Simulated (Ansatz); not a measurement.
# CHN (singlet): wave-function methods side by side, cc-pVTZ

One table from this session's results is given with a row withheld; the runs are named, their logs left out.

Computed with Ansatz 0.2.0, Gaussian basis. Level: cc-pVTZ, core rule «outside noble gas», up to 2 orbitals frozen.

Plan: UHF; CCSD(T) on RHF; BCCD(T) on RHF; CISD; CCSDT(Q) on RHF; CASSCF and MRCISD+Q, 10 electrons in 9 orbitals; CASSCF and NEVPT4(SD), 10 electrons in 9 orbitals; CASSCF and NEVPT2, 10 electrons in 9 orbitals.

9 further runs of the same task are left out: 9 set aside as unsound or not needed.

## The geometry

The geometry is an MP2(full)/6-31G* stationary point (not a proven minimum).

3 atoms, charge 0, spin multiplicity 1.

Atoms are counted from 1 here; the program's logs count them from 0.

Bond lengths: C1–N2 1.176 Å, C1–H3 1.069 Å. Angles: N2–C1–H3 180.0°.

Coordinates:

```xyz
3
charge 0, multiplicity 1
C     0.0000    0.0000    0.0357
N     0.0000    0.0000   -1.1405
H     0.0000    0.0000    1.1047
```

The first run:

in.yaml

```yaml
crystal:
  periodic: [false, false, false]
  atoms:
    - {symbol: C, position_ang: [0.000000, 0.000000, 0.035736]}
    - {symbol: N, position_ang: [0.000000, 0.000000, -1.140472]}
    - {symbol: H, position_ang: [0.000000, 0.000000, 1.104735]}
basis:
  gaussian: {orbitals: cc-pVTZ}
magnetization: {spin_polarized: true, initial_magnetization: 0}
hamiltonian: {xc: hf}
output: {orbitals: {seedname: orbitals}}
```

Launch:

```console
$ ansatz run in.yaml --threads 1 --pin off --events-out ev --progress --plain --max-ram 4096MiB --backend cpu
```

Steps of the session up to this table: UHF; CCSD(T) on RHF; BCCD(T) on RHF; CISD; CCSDT(Q) on RHF; CASSCF and MRCISD+Q, 10 electrons in 9 orbitals; CASSCF and NEVPT4(SD), 10 electrons in 9 orbitals; CASSCF and NEVPT2, 10 electrons in 9 orbitals.

One table of the session follows, with a row left open; its other results are not shown here.

```
            method  from RCCSDT(Q) (meV)
               RHF                     ?
              RMP2                +620.8
              CISD               +1267.0
             RCCSD                +548.2
          RCCSD(T)                 +41.7
           BCCD(T)                 +40.5
            RCCSDT                 +47.5
         RCCSDT(Q)                     0
    CASSCF valence               +5958.6
    NEVPT2 valence               +1047.1
NEVPT4(SD) valence                +108.0
    MRCISD valence                +364.8
  MRCISD+Q valence                 +50.1
```

Estimate the missing values for RHF.

As computed: from RCCSDT(Q) (meV): +10141.9. In the column «from RCCSDT(Q) (meV)» it is the highest.
